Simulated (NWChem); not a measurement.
The numbers come from NWChem runs, not from measurements. System: C (+1), charge 1, spin multiplicity 2. Its SCF solution wasn't tested for a lower state. Level: UHF/def2-SVP.

Part of the output:

```
             Northwest Computational Chemistry Package (NWChem) 7.3.0
             --------------------------------------------------------

                                NWChem Input Module
                                -------------------

 Scaling coordinates for geometry "geometry" by  1.889725989
 (inverse scale =  0.529177249)

                             Geometry "geometry" -> ""
                             -------------------------

 Output coordinates in angstroms (scale by  1.889725989 to convert to a.u.)

  No.       Tag          Charge          X              Y              Z
 ---- ---------------- ---------- -------------- -------------- --------------
    1 C                    6.0000     0.00000000     0.00000000     0.00000000

 Effective nuclear repulsion energy (a.u.)       0.0000000000

            Nuclear Dipole moment (a.u.)
            ----------------------------
        X                 Y               Z
 ---------------- ---------------- ----------------
     0.0000000000     0.0000000000     0.0000000000

      Symmetry information
      --------------------

 Group name             D2h
 Group number             26
 Group order               8
 No. of unique centers     1

      Symmetry unique atoms

     1


 Summary of "ao basis" -> "" (spherical)
 ------------------------------------------------------------------------------
       Tag                 Description            Shells   Functions and Types
 ---------------- ------------------------------  ------  ---------------------
 *                          def2-svp                  on all atoms

 Summary of "ao basis" -> "ao basis" (spherical)
 ------------------------------------------------------------------------------
       Tag                 Description            Shells   Functions and Types
 ---------------- ------------------------------  ------  ---------------------
 C                          def2-svp                 6       14   3s2p1d

                                 NWChem SCF Module
                                 -----------------

  ao basis        = "ao basis"
  functions       =    14
  atoms           =     1
  alpha electrons =     3
  beta  electrons =     2
  charge          =   1.00
  wavefunction    = UHF
  use symmetry    = T
  symmetry adapt  = T

 Summary of "ao basis" -> "ao basis" (spherical)
 ------------------------------------------------------------------------------
       Tag                 Description            Shells   Functions and Types
 ---------------- ------------------------------  ------  ---------------------
 C                          def2-svp                 6       14   3s2p1d

      Symmetry analysis of basis
      --------------------------

        ag          5
        au          0
        b1g         1
        b1u         2
        b2g         1
        b2u         2
        b3g         1
        b3u         2

 Forming initial guess at       0.1s

   Symmetry analysis of molecular orbitals - initial alpha
   -------------------------------------------------------

  Numbering of irreducible representations:

     1 ag          2 au          3 b1g         4 b1u         5 b2g
     6 b2u         7 b3g         8 b3u

  Orbital symmetries:

     1 ag          2 ag          3 b2u         4 b3u         5 b1u
     6 ag          7 b2u         8 b3u         9 b1u        10 b1g
    11 b3g        12 ag         13 ag

   Symmetry analysis of molecular orbitals - initial beta
   ------------------------------------------------------

  Numbering of irreducible representations:

     1 ag          2 au          3 b1g         4 b1u         5 b2g
     6 b2u         7 b3g         8 b3u

  Orbital symmetries:

     1 ag          2 ag          3 b1u         4 b3u         5 b2u
     6 ag          7 b1u         8 b3u         9 b2u        10 b2g
    11 ag         12 b3g        13 b1g

 Starting SCF solution at       0.1s

 ----------------------------------------------
         Quadratically convergent UHF

 Convergence threshold     :          1.000E-07
 Maximum no. of iterations :          100
 Integral*density screening:          1.000E-09
 ----------------------------------------------

              iter       energy          gnorm     gmax       time
[...]
      One electron energy =    -47.485834335642
      Two electron energy =     10.241643245130
 Nuclear repulsion energy =      0.000000000000

                       Sz =      0.5000
                 Sz(Sz+1) =      0.7500
                      S^2 =      0.7545

        Time for solution =      0.0s

       Symmetry analysis of molecular orbitals - alpha
       -----------------------------------------------

  Numbering of irreducible representations:

     1 ag          2 au          3 b1g         4 b1u         5 b2g
     6 b2u         7 b3g         8 b3u

  Orbital symmetries:

     1 ag          2 ag          3 b2u         4 b3u         5 b1u
     6 ag          7 b2u         8 b3u         9 b1u        10 ag
    11 b1g        12 b3g        13 b2g

       Symmetry analysis of molecular orbitals - beta
       ----------------------------------------------

  Numbering of irreducible representations:

     1 ag          2 au          3 b1g         4 b1u         5 b2g
     6 b2u         7 b3g         8 b3u

  Orbital symmetries:

     1 ag          2 ag          3 b1u         4 b3u         5 b2u
     6 ag          7 b1u         8 b3u         9 b2u        10 b2g
    11 ag         12 b1g        13 b3g

          Final alpha eigenvalues
          -----------------------

              1
    1  -11.9161
    2   -1.2099
    3   -0.9171
    4   -0.3670
    5   -0.3670
    6    0.1439
    7    0.2511
    8    0.3211
    9    0.3211
   10    1.4461
   11    1.4559
   12    1.4559
   13    1.4918

          Final beta eigenvalues
          ----------------------

              1
    1  -11.8847
    2   -1.0748
    3   -0.3423
    4   -0.3423
    5   -0.2751
    6    0.1713
    7    0.3354
    8    0.3354
    9    0.3847
   10    1.5025
   11    1.5025
   12    1.5610
   13    1.5610

                    UHF Final Alpha Molecular Orbital Analysis
                    ------------------------------------------

 Vector    2  Occ=1.000000D+00  E=-1.209917D+00  Symmetry=ag
              MO Center=  0.0D+00,  0.0D+00,  0.0D+00, r^2= 7.2D-01
   Bfn.  Coefficient  Atom+Function         Bfn.  Coefficient  Atom+Function
  ----- ------------  ---------------      ----- ------------  ---------------
     2      0.824663  1 C  s                  1     -0.325607  1 C  s
     3      0.261998  1 C  s

 Vector    3  Occ=1.000000D+00  E=-9.171167D-01  Symmetry=b2u
              MO Center=  4.9D-32,  2.2D-32,  3.8D-32, r^2= 7.6D-01
   Bfn.  Coefficient  Atom+Function         Bfn.  Coefficient  Atom+Function
  ----- ------------  ---------------      ----- ------------  ---------------
     5      0.801469  1 C  py                 8      0.308123  1 C  py

 Vector    4  Occ=0.000000D+00  E=-3.669537D-01  Symmetry=b3u
              MO Center= -7.1D-20,  5.2D-32, -3.8D-33, r^2= 1.1D+00
   Bfn.  Coefficient  Atom+Function         Bfn.  Coefficient  Atom+Function
  ----- ------------  ---------------      ----- ------------  ---------------
     4      0.620464  1 C  px                 7      0.520822  1 C  px

 Vector    5  Occ=0.000000D+00  E=-3.669537D-01  Symmetry=b1u
              MO Center= -2.7D-48, -5.2D-48,  6.3D-38, r^2= 1.1D+00
   Bfn.  Coefficient  Atom+Function         Bfn.  Coefficient  Atom+Function
  ----- ------------  ---------------      ----- ------------  ---------------
     6      0.620464  1 C  pz                 9      0.520822  1 C  pz

 Vector    6  Occ=0.000000D+00  E= 1.438656D-01  Symmetry=ag
              MO Center=  7.1D-20,  1.4D-34, -1.3D-39, r^2= 2.5D+00
   Bfn.  Coefficient  Atom+Function         Bfn.  Coefficient  Atom+Function
  ----- ------------  ---------------      ----- ------------  ---------------
     3     -1.671474  1 C  s                  2      1.563893  1 C  s
     1     -0.263727  1 C  s

                     UHF Final Beta Molecular Orbital Analysis
                     -----------------------------------------

 Vector    2  Occ=1.000000D+00  E=-1.074751D+00  Symmetry=ag
              MO Center=  4.0D-20,  4.5D-20,  3.4D-18, r^2= 7.7D-01
   Bfn.  Coefficient  Atom+Function         Bfn.  Coefficient  Atom+Function
  ----- ------------  ---------------      ----- ------------  ---------------
     2      0.771812  1 C  s                  3      0.318016  1 C  s
     1     -0.313783  1 C  s

 Vector    3  Occ=0.000000D+00  E=-3.423043D-01  Symmetry=b1u
              MO Center=  7.2D-39,  1.5D-36, -3.5D-18, r^2= 1.2D+00
   Bfn.  Coefficient  Atom+Function         Bfn.  Coefficient  Atom+Function
  ----- ------------  ---------------      ----- ------------  ---------------
     6      0.598968  1 C  pz                 9      0.543232  1 C  pz

 Vector    4  Occ=0.000000D+00  E=-3.423043D-01  Symmetry=b3u
              MO Center= -4.0D-20,  8.5D-38, -2.0D-37, r^2= 1.2D+00
   Bfn.  Coefficient  Atom+Function         Bfn.  Coefficient  Atom+Function
  ----- ------------  ---------------      ----- ------------  ---------------
     4      0.598968  1 C  px                 7      0.543232  1 C  px

 Vector    5  Occ=0.000000D+00  E=-2.751052D-01  Symmetry=b2u
              MO Center=  6.2D-18,  3.4D-18,  5.5D-18, r^2= 1.3D+00
   Bfn.  Coefficient  Atom+Function         Bfn.  Coefficient  Atom+Function
  ----- ------------  ---------------      ----- ------------  ---------------
     8      0.588242  1 C  py                 5      0.554218  1 C  py

 center of mass
 --------------
 x =   0.00000000 y =   0.00000000 z =   0.00000000

 moments of inertia (a.u.)
 ------------------
           0.000000000000           0.000000000000           0.000000000000
           0.000000000000           0.000000000000           0.000000000000
           0.000000000000           0.000000000000           0.000000000000

  Mulliken analysis of the total density
  --------------------------------------

    Atom       Charge   Shell Charges
 -----------   ------   -------------------------------------------------------
    1 C    6     5.00   2.00  1.50  0.51  0.77  0.23  0.00

  Mulliken analysis of the alpha density
  --------------------------------------

    Atom       Charge   Shell Charges
 -----------   ------   -------------------------------------------------------
    1 C    6     3.00   1.00  0.77  0.23  0.77  0.23  0.00

   Mulliken analysis of the beta density
   -------------------------------------

    Atom       Charge   Shell Charges
 -----------   ------   -------------------------------------------------------
    1 C    6     2.00   1.00  0.72  0.28  0.00  0.00  0.00

   Mulliken analysis of the spin density
   -------------------------------------

    Atom       Charge   Shell Charges
 -----------   ------   -------------------------------------------------------
    1 C    6     1.00  -0.00  0.05 -0.05  0.77  0.23  0.00

       Multipole analysis of the density wrt the origin
       ------------------------------------------------

     L   x y z        total         alpha         beta         nuclear
     -   - - -        -----         -----         ----         -------
     0   0 0 0      1.000000     -3.000000     -2.000000      6.000000

     1   1 0 0     -0.000000     -0.000000     -0.000000      0.000000
     1   0 1 0     -0.000000     -0.000000     -0.000000      0.000000
     1   0 0 1     -0.000000     -0.000000     -0.000000      0.000000

     2   2 0 0     -2.383644     -1.417761     -0.965884      0.000000
     2   1 1 0      0.000000      0.000000      0.000000      0.000000
     2   1 0 1     -0.000000      0.000000     -0.000000      0.000000
     2   0 2 0     -3.478895     -2.564426     -0.914469      0.000000
     2   0 1 1      0.000000      0.000000      0.000000      0.000000
     2   0 0 2     -2.383644     -1.417761     -0.965884      0.000000

 Task  times  cpu:        0.1s     wall:        0.1s

 Total times  cpu:        0.1s     wall:        0.1s
```

### Question
Write an NWChem input that would produce this output.

### Answer
One answer among several that fit: 
```
start mol
memory heap 200 mb stack 900 mb global 1100 mb
charge 1
geometry units angstroms nocenter noautoz
  C      0.000000     0.000000     0.000000
  symmetry group D2h
end
basis spherical
  * library def2-svp
end
scf
  uhf
  nopen 1
  maxiter 100
  thresh 1e-7
  semidirect memsize 60000000 filesize 0
  # guess.movecs holds the orbitals of an unrestricted PBE0 run
  vectors input guess.movecs output mol.movecs
end
task scf energy
```
